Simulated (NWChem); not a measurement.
System: CS; SMILES [C-]#[S+]

Here is an NWChem input.

```
start job
memory heap 200 mb stack 900 mb global 1100 mb
geometry units angstroms noautoz
  C      0.000000     0.000000    -1.113286
  S      0.000000     0.000000     0.421862
end
basis spherical
  * library def2-tzvpd
end
dft
  xc pbe0
  iterations 150
  mulliken
end
task dft energy
```

Geometry: optimised at PBE0/def2-SVP.

**Question.** Give the results of this calculation. (PBE0/def2-TZVPD.) Quantities: energy (Ha); highest occupied level (eV); orbital gap (eV); dipole (D).

**Answer.** 
- energy (Ha) = -436.05
- highest occupied level (eV) = -8.91
- orbital gap (eV) = 6.52
- dipole (D) = 1.94
